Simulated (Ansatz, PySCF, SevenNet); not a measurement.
Ladder of methods for the cohesive energy of rock-salt CaO

Reference value: 5.53 ± 0.03 eV/atom (worked out here from tabulated enthalpies at 298 K, copied from a table, unchecked, brought to a static lattice with a Debye model, atoms in their spin–orbit ground levels; inputs from the CRC Handbook).

| level (code) | value (eV/atom) | cell (Å³/atom) |
|---|---|---|
| SevenNet-0 | 5.25 | 14.16 |
| LDA (Ansatz) | 6.35 | 13.04 |
| PBE (Ansatz) | 5.46 | 14.09 |
| r²SCAN (Ansatz) | ? | 13.78 |
| PBE0-D3(BJ) (Ansatz) | ? | 13.37 |
| Hartree–Fock (PySCF) | 3.69 ± 0.06 | 14.44 |
| CCSD (PySCF) | 5.28 ± 0.1 | 14.06 |

Task: Complete the blanks.

Result: 
- r²SCAN (Ansatz, a first-principles code), value (eV/atom): 5.68
- PBE0-D3(BJ) (Ansatz), value (eV/atom): 5.58

Errors against the reference: SevenNet-0 -0.28 eV/atom, LDA +0.82 eV/atom, PBE -0.07 eV/atom, r²SCAN +0.15 eV/atom, PBE0-D3(BJ) +0.05 eV/atom, Hartree–Fock -1.84 eV/atom, CCSD -0.25 eV/atom.

Leaving aside SevenNet-0 (doubt noted below): Once the reference is moved by up to 0.20 eV/atom (a margin picked here for doubts on the reference and the settings) and values within 0.03 eV/atom count as equal, the nearest can be PBE0-D3(BJ) (+0.05 eV/atom), PBE (-0.07 eV/atom), r²SCAN (+0.15 eV/atom) or CCSD (-0.25 eV/atom). Farthest off among them: Hartree–Fock (-1.84 eV/atom). Within 0.5 eV/atom: PBE, r²SCAN, PBE0-D3(BJ), CCSD.

Free atoms are spin-polarised, in the lowest state found; at levels without +SOC their spin–orbit coupling is left out.  A ± on a computed value is a rough bar: the spread of its extrapolation, a floor set from checks against published values, or a statistical error. SevenNet-0: free atoms can lie outside what these potentials were trained on. Each level is taken at its own relaxed cell. Cutoffs and k meshes differ between the levels. Ansatz's density-functional and Hartree–Fock values are scalar-relativistic unless marked +SOC, with PAW data made under PBE.

Machine-learned potentials (SevenNet-0) are trained on DFT data: a solid inside that data is no test of them.

Differences are worked out from the printed values.
